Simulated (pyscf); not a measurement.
Single points on ωB97X-D3(BJ)/def2-SVP structures (PySCF, gas phase).

**Question.** For the elementary gas-phase step H₂N–SiH(Cl)–Cl + HCl → H₂N–Si(Cl)(Cl)–Cl + H₂ (singlet surface; H–Si, Cl–H broken, Cl–Si, H–H formed), what barrier and reaction energy does ωB97M-D3(BJ)/def2-TZVP give, measured from the separated reactants?

**Answer.** ΔE‡ = 32.5 kcal/mol, ΔE = -18.4 kcal/mol. Zero-point energy shifts the barrier by +1.0 kcal/mol. It is a four-centre exchange, with an imaginary mode of 889i cm⁻¹. One saddle was located; it need not be the lowest between these sides.
